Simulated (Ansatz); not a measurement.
Cost and result for the atomization energy of C₄H₃ClS (`Clc1ccsc1`) (9 atoms, 9 bonds).

```xyz
9

Cl   -0.456    1.462    2.116
C    -0.048    0.582    0.699
C    -0.790   -0.539    0.253
C    -0.267   -1.060   -0.890
S     1.107   -0.194   -1.410
C     1.011    0.891   -0.100
H    -1.661   -0.924    0.764
H    -0.619   -1.910   -1.454
H     1.723    1.691    0.022
```

Total charge 0; spin multiplicity 1. The structure was optimised at the PBE0-D4/def2-TZVP level. Program: Ansatz. All runs use 4 threads of an INTEL XEON PLATINUM 8581C on a shared host. Times are those of one run each, without the atoms' runs, and a repeat can differ threefold. Electronic energies, without spin–orbit coupling; frozen cores. CCSD(T)/CBS adds CCSD(T) − MP2 in def2-TZVPP to the MP2 limit, and its time is that of the two runs behind it. T1 = 0.012; the RHF reference is unstable towards UHF. HSE06 is the plane-wave form, built on full-range PBE exchange.

CCSD(T)/CBS is a level of theory with its own doubt, some kJ/mol a heavy atom from the limit and from the frozen cores, so smaller differences don't rank the functionals.

```tsv
level	functions	wall time
LDA (SPW92)/def2-TZVPP	250	0.95 s
BLYP-D4/def2-TZVPP	250	1.4 s
BHLYP-D4/def2-TZVPP	250	2.3 s
HSE06-D4/def2-TZVPP	250	2.6 s
r2SCAN-D4/def2-TZVPP (with forces)	250	3 s
CCSD(T)/def2-SVP	107	3.4 s
B2PLYP/def2-TZVPP	250	4 s
ωB97X-V/def2-TZVPP	250	4.9 s
B97M-V/def2-TZVPP	250	5 s
ωB97M-V/def2-TZVPP (with forces)	250	7.5 s
MP2/def2-QZVPP	458	17 s
CCSD(T)/def2-TZVPP	250	76 s
CCSD(T)/CBS(def2)	–	93 s
```

Question: What atomization energy does each give, and how far from CCSD(T)/CBS? (Estimate.)

Answer: The calculation gave: 
| level | atomization (kcal/mol) | difference from CCSD(T)/CBS | per bond |
| --- | --- | --- | --- |
| LDA (SPW92)/def2-TZVPP | 1112.1 | 173.5 | 19.3 |
| BLYP-D4/def2-TZVPP | 943.1 | 4.5 | 0.5 |
| BHLYP-D4/def2-TZVPP | 902.5 | -36.1 | -4.0 |
| HSE06-D4/def2-TZVPP | 963.7 | 25.1 | 2.8 |
| r2SCAN-D4/def2-TZVPP (with forces) | 953.2 | 14.6 | 1.6 |
| CCSD(T)/def2-SVP | 890.6 | -48.0 | -5.3 |
| B2PLYP/def2-TZVPP | 931.7 | -6.9 | -0.8 |
| ωB97X-V/def2-TZVPP | 943.3 | 4.7 | 0.5 |
| B97M-V/def2-TZVPP | 950.7 | 12.1 | 1.3 |
| ωB97M-V/def2-TZVPP (with forces) | 946.6 | 8.0 | 0.9 |
| MP2/def2-QZVPP | 965.3 | 26.7 | 3.0 |
| CCSD(T)/def2-TZVPP | 911.8 | -26.8 | -3.0 |
| CCSD(T)/CBS(def2) | 938.6 | 0.0 | 0.0 |

From BLYP to BHLYP (50 % exact exchange), in def2-TZVPP and without D4, the atomization energy moves by −33.6 kcal/mol: exact exchange takes away binding that semilocal exchange gives to molecules. In def2-TZVPP, CCSD(T) changes the Hartree–Fock value by +248.1 kcal/mol (the triples alone add +23.8 kcal/mol) and MP2 by +285.8 kcal/mol; breaking electron pairs costs correlation energy, which Hartree–Fock lacks. At CCSD(T), def2-SVP lies −48.0 kcal/mol from the extrapolated value and def2-TZVPP −26.9 kcal/mol: correlation converges slowly with the basis, and small sets miss more of it in the bonded molecule than in its fragments.
